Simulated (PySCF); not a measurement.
# How the method moves the adiabatic energies of losing or gaining an electron of `[SiH2]S` (H3SSi•)

The parent is a doublet.

All levels share the PBE0-D3(BJ)/ma-def2-SVP structures and the PBE0-D3(BJ)/ma-def2-SVP thermal terms; only the single-point energies (PySCF) change. Values are adiabatic energies of losing or gaining an electron (0 K, eV).

```jsonl
{"level": "HF/ma-def2-TZVP", "ionisation energy to the singlet cation": "6.96", "time": "7.2 s"}
{"level": "MP2/ma-def2-TZVP", "ionisation energy to the singlet cation": "7.16", "time": "25 s"}
{"level": "CCSD(T)/ma-def2-TZVP", "ionisation energy to the singlet cation": "7.23", "time": "7.4 min"}
{"level": "PBE0-D3(BJ)/ma-def2-TZVP", "ionisation energy to the singlet cation": "7.41", "time": "–"}
```

Times are wall times for all single points of a level on 1 thread of Intel Xeon Platinum 8259CL @ 2.50GHz, a shared host; the dash marks the run that also made the structures.

Hartree-Fock leaves out electron correlation, so its ionisation energies and electron affinities from energy differences mostly come out too low, often by 1 eV or more, where an electron pair is broken or made.

The spread: 0.45 eV, from 6.96 to 7.41.
